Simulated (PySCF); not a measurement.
Several orderings of computed values.

Species are written as SMILES; each is one conformer at its optimised geometry, gas phase, non-relativistic unless stated; the electronic structure was computed with PySCF and density fitting.

The conformers computed, where there is a choice (atom-mapped SMILES and torsion angles):
- `[CH:1]#[C:2][CH2:3][P:4]([CH3:5])[C:6]([F:7])([F:8])[F:9]`: C2–C3–P4–C5 73°, C3–P4–C6–F7 -171°
- `[CH3:1][CH2:2]/[C:3](=[C:4](/[CH3:5])[C:6](=[O:7])[F:8])[C:9]([F:10])([F:11])[F:12]`: C1–C2–C3–C4 -92°, C3–C4–C6–O7 16°, C2–C3–C9–F10 5°
- `[OH:1][Si@@H:2]([C:3]#[C:4][SiH3:5])[O:6][SiH3:7]`: O1–Si2–O6–Si7 177°, H–O1–Si2–C3 -69°
- `[CH:1]#[C:2][SiH:3]([O:4][SiH3:5])[O:6][SiH3:7]`: C2–Si3–O4–Si5 101°, C2–Si3–O6–Si7 -94°
- `[CH3:1][C:2]1=[C:3]([F:4])[P@@:5]1(=[O:6])[CH:7]1[CH2:8][CH2:9]1`: C3–P5–C7–C8 -122°
- `[CH3:1][S:2][c:3]1[n:4][n:5]([SiH3:6])[n:7][c:8]1[CH3:9]`: C1–S2–C3–N4 -2°

The conformers of `CO[P@]1(=O)O[C@@H](C)[C@@H](C)O1`, `CO[P@]1(=O)OC[C@H](C)CO1` and `O=C1CCCCN1` aren't listed.

Problem. Rank by HOMO–LUMO gap, highest first (PBE0/pcSseg-1 at GFN2-xTB geometries).
A. `C#C[SiH](O[SiH3])O[SiH3]` (C2H8O2Si3)
B. `O[Si@@H](C#C[SiH3])O[SiH3]` (C2H8O2Si3)
C. `CO` (CH4O)
D. `CO[P@]1(=O)OC[C@H](C)CO1` (C5H11O4P)
E. `C#CCP(C)C(F)(F)F` (C5H6F3P)
F. `CO[P@]1(=O)O[C@@H](C)[C@@H](C)O1` (C5H11O4P)
G. `C/C(C(=O)F)=C(\C(F)(F)F)CC` (C7H8F4O)

Solution. D (9.43 eV), F (9.30 eV), C (9.19 eV), A (8.12 eV), E (7.91 eV), B (7.61 eV), G (5.97 eV).

Problem. Rank by smallest rotational constant, highest first (GFN2-xTB).
A. `CC/C(=C(/C)C(=O)F)C(F)(F)F` (C7H8F4O)
B. `CC1=C(F)[P@@]1(=O)C1CC1` (C6H8FOP)
C. `c1(C)c(SC)nn([SiH3])n1` (C4H9N3SSi)
D. `CO` (CH4O)

Solution. D (24.323 GHz), B (0.823 GHz), C (0.574 GHz), A (0.521 GHz).

Problem. Rank by dipole moment, lowest first (PBE0/pcSseg-1 at GFN2-xTB geometries).
A. `CC1=C(F)[P@@]1(=O)C1CC1`
B. `C#CCP(C)C(F)(F)F`
C. `C#C[SiH](O[SiH3])O[SiH3]`
D. `CC/C(=C(/C)C(=O)F)C(F)(F)F`
E. `O[Si@@H](C#C[SiH3])O[SiH3]`

Solution. D (0.84 D), C (1.08 D), E (1.62 D), B (2.04 D), A (3.97 D).

Problem. Rank by HOMO energy, highest first (PBE0/pcSseg-1 at GFN2-xTB geometries).
A. `CSc1nn([SiH3])nc1C`
B. `O[Si@@H](C#C[SiH3])O[SiH3]`
C. `C1(=O)NCCCC1`
D. `CC/C(=C(/C)C(=O)F)C(F)(F)F`
E. `C#CCP(C)C(F)(F)F`

Solution. A (-6.23 eV), C (-6.98 eV), E (-7.67 eV), B (-8.21 eV), D (-8.39 eV).

Problem. Give the two extremes of that set in hartree.

Solution. `CC/C(=C(/C)C(=O)F)C(F)(F)F`: -0.308 Eh; `CSc1nn([SiH3])nc1C`: -0.229 Eh.
